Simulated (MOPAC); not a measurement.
MOPAC input (PM6):

```
PM6 PRECISE GNORM=0.05 LET XYZ CHARGE=1 GEO-OK AUX(PRECISION=9) THREADS=1
C2HF3N

C    -0.00159204 1   -0.00021295 1   -0.45999677 1
C     0.00380641 1    0.00050915 1    1.09980700 1
F    -0.02191591 1    1.25327827 1   -0.84171461 1
F     1.09229255 1   -0.61076651 1   -0.84470792 1
F    -1.07911077 1   -0.64368004 1   -0.83717749 1
N     0.00772575 1    0.00103340 1    2.23224164 1
H     0.01124075 1    0.00150357 1    3.24784744 1
```

### Question
What heat of formation does the run end on?

### Answer
71.91 kcal/mol.
